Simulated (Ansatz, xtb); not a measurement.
**Relaxing a trial structure of CH3BF**

The starting geometry of this gas-phase doublet has its atoms placed at random.

```xyz
6

C     0.3269    0.7390    1.1363
B     1.0594   -1.3272    0.3971
F    -1.6720    0.6210    0.4535
H     1.2589    0.7837    0.0910
H     0.2772    0.3913    2.1064
H    -0.9431    0.6453    1.1756
```

Guess where an optimisation with r2SCAN-D4/def2-SVP ends from this start.

It loosens into CH2B + FH, which stay close as a complex. Contacts that open: C1–H6 (1.27 → 2.04 Å). Contacts that close: C1–B2 (2.31 → 1.40 Å), C1–H4 (1.40 → 1.10 Å).

The energy falls by 6.59 eV over 13 steps:

| step | E − E(last) (eV) |
| --- | --- |
| 1 | 6.594 |
| 2 | 4.004 |
| 4 | 1.010 |
| 5 | 0.401 |
| 6 | 0.285 |
| 8 | 0.007 |
| 9 | 0.005 |
| 10 | 0.001 |
| 12 | 0.000 |
| 13 | 0.000 |

Final geometry (Å):

```csv
atom,x (Å),y (Å),z (Å)
C,0.8544,0.2615,1.0769
B,0.5146,-0.9889,0.5548
F,-2.0436,0.5594,0.4649
H,1.2811,1.0502,0.4450
H,0.8247,0.4600,2.1553
H,-1.1239,0.5109,0.6631
```

From the same start GFN2-xTB reaches the same bonding as this run.

From so rough a start the end depends on the optimiser's path, so another program may land elsewhere. No frequencies were run, so the end isn't proven a minimum. Open shells are spin-unrestricted. Run with Ansatz 0.2.0, 120 s on 1 thread of Intel(R) Xeon(R) Processor @ 2.50GHz (Skylake/Cascade Lake), with other jobs on the host.
